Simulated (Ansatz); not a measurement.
# Elastic constant C33 of some solids

Method: PBE (plane waves, PAW; Ansatz, a quantum-chemistry and plane-wave program). References are measured values corrected to a static lattice or taken at low temperature (these still hold zero-point motion). The table is a random draw of 6 from 8 solids with such references.

Values in GPa.

```tsv
solid	reference	PBE	error (%)
hcp Y	80.1	80.7	+0.7
hcp Be	342	382	+11.7
hcp Os	843†	821	-2.6
hcp Ti	191	189	-1.0
L1₀ (CuAu-type) TiAl	183†	171	-6.6
hcp Mg	66.5	68.8	+3.5
```

Over these 6 solids the mean error is +0.9 %, the mean absolute error 4.4 % (median 3.0 %), and the worst case hcp Be at +11.7 %; the value is above the reference in 3 of 6 cases. Over all 8 the mean error is -0.6 % and the mean absolute error 4.5 % (median 4.0 %).

All these references are low-temperature values that still hold zero-point motion.

Spin–orbit coupling is left out, also for the solids with elements from indium on (hcp Os); its size isn't shown.

† marks references with one source in our tables, § those from which another value on file, of any temperature, differs by over 15 %.

Differences are worked out from the printed values.

Each level is taken at its own relaxed cell. Ansatz's density-functional and Hartree–Fock values are scalar-relativistic unless marked +SOC, with PAW data made under PBE.

Ansatz's runs of these crystals have no spin polarisation.

Not in this set, of the solids of all kinds but layered and molecular ones with a reference value in our tables and a result at some level: 25 for a reference at room or unstated temperature (corundum (α-Al2O3), wurtzite AlN, chalcopyrite CdGeAs2, wurtzite CdS, hcp Cd and 20 more); 1 for a high-temperature or high-pressure phase (wurtzite ZnS). These can be a level's worst cases. At least 6 more with a reference value are held back for tests. The metals Ce to Yb are counted apart.

References as tabulated in Elastic Constants of Yttrium Single Crystals in the Temperature Range 4.2-400 K; Elastic Constants of Single Crystal Beryllium, J. Appl. Phys., doi …; Liu et al. (2023), arXiv:2002.00005; Ferrari et al. (2019), arXiv:1905.01197 and others.
